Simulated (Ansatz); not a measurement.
CH$_{5}$N$_{3}$ (`N=C(N)N`), 9 atoms. The species carries charge 0 and has multiplicity 1. All runs use 2 threads of an Arm Neoverse V1 on a shared host. Correlated methods freeze the cores.

(1) Give the basis size and wall time and peak host memory of each of these runs in Ansatz. direct RPA on PBE orbitals/def2-TZVPP energy; RKS ωB97M-V/def2-TZVPP energy and forces; RKS ωB97M-V/def2-SVP energy; RHF-CCSD(T)/def2-SVP energy; RKS LC-ωPBE/def2-TZVPP energy; RKS revPBE-D4/def2-TZVPP energy; RHF-MP2/def2-QZVPP energy; RKS ωB97M-V/def2-QZVPP energy; RKS B97M-V/def2-TZVPP energy; RKS PBE0-D4/def2-SVP energy; RKS PBE0-D4/def2-TZVP relaxation (8 steps); RKS PBE0-D4/def2-QZVPP energy. (An estimate is asked.)

Results:

(1) Computed: Other jobs shared the machine, so times are rough.

```
                                level                   job  functions  wall time  peak host memory (GiB)
                 RKS PBE0-D4/def2-SVP                energy         81        1 s                    0.14
             RKS revPBE-D4/def2-TZVPP                energy        194        2 s                    0.18
               RKS LC-ωPBE/def2-TZVPP                energy        194      2.2 s                    0.24
                 RHF-CCSD(T)/def2-SVP                energy         81      2.7 s                    0.27
                 RKS ωB97M-V/def2-SVP                energy         81      3.8 s                     0.2
direct RPA on PBE orbitals/def2-TZVPP                energy        194      4.7 s                    0.41
               RKS PBE0-D4/def2-QZVPP                energy        378        7 s                     1.1
                RKS B97M-V/def2-TZVPP                energy        194      7.5 s                    0.24
               RKS ωB97M-V/def2-TZVPP     energy and forces        194        9 s                    0.46
               RKS ωB97M-V/def2-QZVPP                energy        378       16 s                     1.3
                   RHF-MP2/def2-QZVPP                energy        378       17 s                     1.7
                RKS PBE0-D4/def2-TZVP  relaxation (8 steps)        154       22 s                    0.27
```

LC-ωPBE has ω = 0.4 bohr⁻¹.
